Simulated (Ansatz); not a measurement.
A run of Ansatz (development build ahead of 0.2.0) on singlet CH4O at this shape:

```yaml
atoms:
  - { symbol: C, position_ang: [0.0000, -0.0320, -0.7008] }
  - { symbol: O, position_ang: [0.0000, -0.0709, 0.8078] }
  - { symbol: H, position_ang: [0.0000, -1.1542, -1.0918] }
  - { symbol: H, position_ang: [-0.9665, 0.5030, -1.1611] }
  - { symbol: H, position_ang: [0.9665, 0.5030, -1.1611] }
  - { symbol: H, position_ang: [0.0000, 0.9072, 1.1569] }
```

Its results:

| Quantity | Value |
| --- | --- |
| Converged | yes |
| Total energy | -115.01571 hartree |
| Spin squared of the determinant | 0.000 |

Which input gives this output? Name the method, the orbitals and the basis set, and write the input.

RHF in cc-pVDZ. An unrestricted run that stays on the closed shell gives the same numbers.

```yaml
crystal:
  periodic: [false, false, false]
  atoms:
    - { symbol: C, position_ang: [0.0, -0.03202, -0.70083] }
    - { symbol: O, position_ang: [0.0, -0.07088, 0.80777] }
    - { symbol: H, position_ang: [0.0, -1.15415, -1.09184] }
    - { symbol: H, position_ang: [-0.9665, 0.50305, -1.16114] }
    - { symbol: H, position_ang: [0.9665, 0.50305, -1.16114] }
    - { symbol: H, position_ang: [0.0, 0.9072, 1.15695] }
basis:
  gaussian: { orbitals: cc-pVDZ }
hamiltonian:
  xc: hf
```
